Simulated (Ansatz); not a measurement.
The input, for Ansatz 0.2.0:

```yaml
crystal:
  periodic: [false, false, false]
  atoms:
    - {symbol: Al, position_ang: [0.000000, 0.000000, 0.541126]}
    - {symbol: C, position_ang: [0.000000, 0.000000, -1.428933]}
    - {symbol: H, position_ang: [0.000000, 1.405499, 1.270943]}
    - {symbol: H, position_ang: [0.000000, -1.405499, 1.270943]}
basis:
  gaussian: {orbitals: cc-pVTZ}
magnetization: {spin_polarized: true, initial_magnetization: 1}
correlation: {method: ccsd_t, electrons: outside_noble_gas}
```

```sh
$ ansatz run in.yaml --threads 2 --pin off --events-out ev --progress --plain --max-ram 24576MiB --backend cuda --devices 0, --max-vram 18GiB
```

Roughly how long does this take on 2 threads of AMD EPYC 7R13 with a shared H100 80 GB, shared host, and how much host memory?

21 s wall and 0.82 GiB.

```
546 factors; integrals over basis functions are off by at most 1.5e-3 eV
mean field evaluation 1: about -7639.2251 eV, gradient 8.8e0 eV
mean field evaluation 2: about -7639.2301 eV, gradient 8.8e0 eV
mean field evaluation 4: about -7640.3227 eV, gradient 6.4e-1 eV
mean field evaluation 8: about -7640.3319 eV, gradient 2.3e-3 eV
mean field evaluation 16: about -7640.9289 eV, gradient 1.2e-4 eV
mean field evaluation 32: about -7640.3319 eV, gradient 8.1e-4 eV
mean field evaluation 64: about -7640.5912 eV, gradient 1.2e-6 eV
mean field evaluation 96: about -7640.5234 eV, gradient 2.7e-3 eV
mean field evaluation 128: about -7640.7966 eV, gradient 9.1e-4 eV
mean field evaluation 160: about -7640.5902 eV, gradient 3.1e-1 eV
...
mean field evaluation 1312: about -7640.3093 eV, gradient 9.2e-1 eV
mean field evaluation 1344: about -7639.4822 eV, gradient 2.9e-1 eV
mean field evaluation 1376: about -7638.5947 eV, gradient 2.0e-2 eV
mean field evaluation 1408: about -7639.4896 eV, gradient 1.0e-1 eV
mean field evaluation 1440: about -7637.8832 eV, gradient 4.8e-2 eV
mean field -7640.92885283 eV, -280.7989561338 hartree, gradient 3.1e-6 eV, S^2 1.578866; 26 other end points of the search recorded, 0 dependent functions left out
determinant -7640.92885283 eV, -280.7989561338 hartree, with singles and doubles -7646.37344429 eV, -280.9990411797 hartree
determinant -7640.79661940 eV, -280.7940966450 hartree, with singles and doubles -7646.20946837 eV, -280.9930151757 hartree
determinant -7640.59123722 eV, -280.7865489892 hartree, with singles and doubles -7646.13174388 eV, -280.9901588534 hartree
determinant -7640.52339261 eV, -280.7840557457 hartree, with singles and doubles -7646.09050573 eV, -280.9886433792 hartree
determinant -7640.46439535 eV, -280.7818876365 hartree, with singles and doubles -7646.06796907 eV, -280.9878151724 hartree
determinant -7639.97739866 eV, -280.7639908383 hartree, with singles and doubles -7645.84975626 eV, -280.9797959995 hartree
determinant -7639.48987657 eV, -280.7460747318 hartree, with singles and doubles -7645.45405971 eV, -280.9652544195 hartree
determinant -7638.59473988 eV, -280.7131790651 hartree, with singles and doubles -7644.50333031 eV, -280.9303157585 hartree
determinant -7637.88347006 eV, -280.6870403814 hartree, with singles and doubles -7644.07298338 eV, -280.9145008003 hartree
determinant -7640.92885283 eV, -280.7989561338 hartree, with singles and doubles -7646.27771286 eV, -280.9955231145 hartree
determinant -7640.79661940 eV, -280.7940966450 hartree, with singles and doubles -7646.13734494 eV, -280.9903646884 hartree
determinant -7640.59123722 eV, -280.7865489892 hartree, with singles and doubles -7646.04650979 eV, -280.9870265582 hartree
determinant -7640.52339261 eV, -280.7840557457 hartree, with singles and doubles -7646.01293575 eV, -280.9857927351 hartree
determinant -7640.46439535 eV, -280.7818876365 hartree, with singles and doubles -7645.98580256 eV, -280.9847956086 hartree
determinant -7639.97739866 eV, -280.7639908383 hartree, with singles and doubles -7645.70166371 eV, -280.9743536987 hartree
determinant -7640.33188306 eV, -280.7770178994 hartree, with singles and doubles -7646.23942463 eV, -280.9941160480 hartree
6 core orbitals not correlated: weight in the atoms' cores, before any rotation towards them, 1.000 or more for the frozen orbitals, at most 0.000 for the correlated occupied ones
reference -7640.92885283 eV, -280.7989561338 hartree; 5, 4 occupied and 81, 82 virtual orbitals, 546 factors
second order -4.22097116 eV of doubles, -0.00000000 eV of singles
cycle   1  -5.34885900 eV  change    1.0e-6 eV  update   6.8e-6
cycle   2  -5.34885636 eV  change    2.6e-6 eV  update   6.4e-6
cycle   3  -5.34885263 eV  change    3.7e-6 eV  update   5.6e-6
cycle   4  -5.34884503 eV  change    7.6e-6 eV  update   4.8e-6
cycle   5  -5.34884201 eV  change    3.0e-6 eV  update   2.8e-6
perturbative correction -0.23353966 eV, -0.0085824243 hartree
WARN: the results are in doubt because among natural orbitals the method converges to other amplitudes
Total energy: -7646.51123450 eV, -281.0041048763 hartree
In doubt: among natural orbitals the method converges to other amplitudes
```
